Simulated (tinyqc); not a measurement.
The integration grid: Kohn-Sham B3LYP on finer and finer grids in the sto-3g basis, for H3O+, spin multiplicity 1. Computed by the program tinyqc with PySCF. 

Geometry (angstrom):
```
atom,x,y,z
O,0.0000,0.0000,0.3420
H,0.9520,0.0000,0.0000
H,-0.4760,0.8240,0.0000
H,-0.4760,-0.8240,0.0000
```

Self-consistent on each grid; the net force on the molecule should vanish.

Kohn-Sham energy on Becke grids (radial x angular points per atom):
```
grid,points,residual of the electron count,E (hartree),E - finest (mhartree),largest net force without grid terms (hartree/bohr)
10 x 14,556,-2.10e-02,-75.58443,101.16063,2.93e-02
15 x 26,1554,-7.22e-03,-75.69400,-8.40939,1.17e-02
20 x 50,3990,-8.50e-04,-75.68538,0.21068,1.99e-03
30 x 86,10287,-2.19e-04,-75.68552,0.06602,7.08e-05
50 x 194,38743,-5.02e-06,-75.68559,0.00048,2.47e-05
75 x 302,90504,-1.35e-07,-75.68559,0.00018,9.40e-07
120 x 590,282802,1.88e-08,-75.68559,0.00000,1.11e-07
```

The energy is within 0.1 mhartree of the finest grid first at 30 x 86. The error has both signs, since quadrature is not variational. The electron count and the net force are cheap signs of a poor grid.
